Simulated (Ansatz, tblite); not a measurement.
Zone-centre TO phonon frequency (cm⁻¹) of solids drawn from the class of alkali halides, at two levels: GFN2-xTB tight binding with its D4 term, in tblite, supercell at the zone centre, Fermi filling at 1000 K (free energies), no spin polarisation (tblite), and r²SCAN (Ansatz, an electronic-structure program, PAW).

| solid | GFN2-xTB | r²SCAN | shift (%) |
|---|---|---|---|
| rock-salt NaI | 71 | 116 | +63 |
| rock-salt KCl | 117 | 145 | +24 |
| rock-salt LiCl | 234 | 192 | -17.9 |
| rock-salt NaCl | 141 | 174 | +23 |
| rock-salt KBr | 80 | 116 | +45 |
| rock-salt KI | 72 | 101 | +40 |

The shifts run from -17.9 % to +63 %, with a median of +32 %.

Over all 6 rows r²SCAN is the larger in 5.

Spin–orbit coupling is left out, also for the solids with elements from indium on (rock-salt NaI, rock-salt KI); its size isn't shown.

Each level is taken at its own relaxed cell. Caveats: the method was fitted mainly to molecules (GFN2-xTB: rock-salt NaI, rock-salt KCl, rock-salt LiCl, rock-salt NaCl, rock-salt KBr, rock-salt KI); the run uses a supercell at the zone centre in place of a k mesh (GFN2-xTB: rock-salt NaI, rock-salt KCl, rock-salt LiCl, rock-salt NaCl, rock-salt KBr, rock-salt KI). Ansatz's density-functional and Hartree–Fock values are scalar-relativistic unless marked +SOC, with PAW data made under PBE.
